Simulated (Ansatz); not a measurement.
# CH₄AlO+ (SMILES [CH2+][O][AlH2]): functionals against CCSD(T) at one geometry

One table from this session's results is given with a row withheld; the runs are named, their logs left out.

Method: single points in def2-TZVPP; program: Ansatz 0.2.0, Gaussian basis.

Cores are frozen in the correlated methods.

## The system as given

SMILES `[CH2+][O][AlH2]`, 7 atoms, charge 1, spin multiplicity 1.

Atoms are counted from 1 here; the program's logs count them from 0.

Bond lengths: C1–O2 1.309 Å, C1–H4 1.210 Å, C1–H5 1.089 Å, O2–Al3 1.967 Å, Al3–H6 1.549 Å, Al3–H7 1.551 Å. Angles: O2–C1–H4 126.8°, O2–C1–H5 116.1°, H4–C1–H5 117.0°, C1–O2–Al3 174.5°, O2–Al3–H6 109.0°, O2–Al3–H7 110.1°, H6–Al3–H7 140.6°.

Coordinates:

```
C    -1.3479    0.2344   -0.7342
O    -0.2266    0.0889   -0.0739
Al    1.5125   -0.2478    0.7807
H    -1.7369   -0.4398   -1.6607
H    -1.9703    1.0796   -0.4429
H     1.7161    0.7738    1.9270
H     2.1570   -1.5284    0.1891
```

Set-up of the first run:

run/in.yaml

```yaml
crystal:
  periodic: [false, false, false]
  atoms:
    - {symbol: C, position_ang: [-1.347900, 0.234400, -0.734200]}
    - {symbol: O, position_ang: [-0.226600, 0.088900, -0.073900]}
    - {symbol: Al, position_ang: [1.512500, -0.247800, 0.780700]}
    - {symbol: H, position_ang: [-1.736900, -0.439800, -1.660700]}
    - {symbol: H, position_ang: [-1.970300, 1.079600, -0.442900]}
    - {symbol: H, position_ang: [1.716100, 0.773800, 1.927000]}
    - {symbol: H, position_ang: [2.157000, -1.528400, 0.189100]}
basis:
  gaussian: {orbitals: def2-TZVPP}
total_charge: 1
correlation: {method: ccsd_t}
output: {forces: true}
```

No record of the launch command was kept for these runs.

Among the steps run: CCSD(T)/def2-TZVPP; PBE0-D4/def2-TZVPP; wB97M-V/def2-TZVPP; r2SCAN-D4/def2-TZVPP; PBE-D4/def2-TZVPP; HSE06-D4/def2-TZVPP; SPW92/def2-TZVPP.

One of the session's tables, all rows but one given; the rest of the session is left out.

| method | RMS force component (eV/Å) | angle to CCSD(T) forces (°) |
| --- | --- | --- |
| CCSD(T) | 1.339 | reference |
| PBE0-D4 | 1.532 | 5.6 |
| wB97M-V | 1.487 | 4.2 |
| r2SCAN-D4 | 1.404 | 3.9 |
| PBE-D4 | 1.304 | 6.1 |
| HSE06-D4 | 1.529 | 5.6 |
| SPW92 | ? | ? |

Q: Estimate the row for SPW92 from the others.

As computed: RMS force component (eV/Å): 1.449; angle to CCSD(T) forces (°): 10.5. In the column «RMS force component (eV/Å)» it lies between r2SCAN-D4 (1.404) and wB97M-V (1.487).
